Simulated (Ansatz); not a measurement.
This Ansatz (a quantum-chemistry and plane-wave program) input (PBE0/6-311+G**) gives -1.16816 Eh with 12 basis functions. A basis named .json is the Basis Set Exchange file of that set (core-valence sets with the plain set on hydrogen).

Ansatz 0.2 input:
```yaml
crystal:
  periodic: [false, false, false]
  atoms:
    - {symbol: H, position_ang: [-0.00000000, -0.00000000, -0.37201156]}
    - {symbol: H, position_ang: [0.00000000, 0.00000000, 0.37201156]}
basis:
  gaussian:
    orbitals: 6-311+G__.json
hamiltonian:
  xc: {name: PBE0}
magnetization: {spin_polarized: false}
```

Change:
```diff
- orbitals: 6-311+G__.json
+ orbitals: def2-TZVP
```

Task: What does the run give now?

Result: -1.16821 Eh (PBE0/def2-TZVP, 12 functions), a change of -0.05 mEh.
